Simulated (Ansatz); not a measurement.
# BH2: the cost of one run

Program: Ansatz 0.2.0, Gaussian basis. Level of theory: the settings change from run to run. These are calculated values, not measurements.

19 further runs of the same task are left out: 2 for a known fault of the program, 5 that didn't finish, 12 set aside as unsound or not needed.

**1. What is computed**

The geometry is a PBE0/def2-TZVP stationary point (not a proven minimum) of the parent state, kept for this charge and spin.

3 atoms, charge 0, spin multiplicity 2.

Atoms are counted from 1 here; the program's logs count them from 0.

Bond lengths: B1–H2 1.291 Å, B1–H3 1.291 Å. Angles: H2–B1–H3 66.8°.

Geometry (Å):

```xyz
3
BH2
B     0.0000    0.0000   -0.1694
H     0.0000    0.7106    0.9083
H     0.0000   -0.7106    0.9083
```

**2. CISD/aug-cc-pVTZ**

The input, in.yaml:

```yaml
crystal:
  periodic: [false, false, false]
  atoms:
    - {symbol: B, position_ang: [0.000000, 0.000000, -0.169375]}
    - {symbol: H, position_ang: [0.000000, 0.710556, 0.908347]}
    - {symbol: H, position_ang: [0.000000, -0.710556, 0.908347]}
basis:
  gaussian: {orbitals: aug-cc-pVTZ}
magnetization: {spin_polarized: false, initial_magnetization: 1}
correlation: {active_space: {ras: {orbitals: [3, 1, 88], electrons: 7, max_holes: 2, max_particles: 2}, fixed_orbitals: true}}
```

On the command line:

```sh
$ ansatz run in.yaml --threads 1 --pin off --events-out ev --progress --plain --max-ram 2393MiB
```

**Question.** How long does this run take on 1 thread of Arm Neoverse V2, shared host, and how much memory does it need?

About 6 s, with a peak of 0.34 GiB.
